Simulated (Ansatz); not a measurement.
`FC=C=S`. Charge 0, multiplicity 1.

```xyz
5

F     0.4052   -1.4630   -0.7431
C     0.2691   -0.1546   -0.4863
C    -0.3300    0.2783    0.5972
S    -1.0303    0.8292    1.8640
H     0.6860    0.5101   -1.2318
```

(1) What are the harmonic wavenumbers in cm⁻¹ at PBE0-D4/def2-TZVP (Ansatz, finite differences of forces, unscaled)? (Estimate.)

(2) Is this a minimum?

(3) Give the ideal-gas thermochemistry at 298.15 K and 1 bar (rigid rotor, harmonic oscillator; point group Cs, symmetry number 1).

Results:

(1) Ansatz gave: 193, 362, 588, 674, 884, 1174, 1312, 1879, 3225.

(2) Yes, all 9 modes are real.

(3) Zero-point energy 61.6 kJ/mol; H(298) − E = 74.9 kJ/mol; entropy 282.9 J/(mol·K), of which translation 162.9, rotation 101.8, vibration 18.2; G(298) − E = -9.5 kJ/mol.
